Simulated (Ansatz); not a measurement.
Z-matrix (Å, degrees):
```
N
H 1 1.0198
H 1 1.0198 2 105.26
H 1 1.0198 2 105.26 3 110.92
```
Charge +1, spin multiplicity 2.

Method: frozen-core CCSD(T)/cc-pVTZ // PBE0-D3(BJ)/def2-SVP run with Ansatz (a first-principles code). The geometry is that of the parent before the electron was removed.

The HF energy is -55.87063 Ha. The MP2 correlation energy comes out as -0.18044 Ha.

Q: Estimate the CCSD correlation energy, the (T) correction, the total energy and the T1 diagnostic.

A: 
The CCSD correlation energy is -0.19874 Ha. The (T) correction comes out as -0.00487 Ha and the CCSD(T) total energy comes out as -56.07424 Ha. The T1 diagnostic comes out as 0.007.
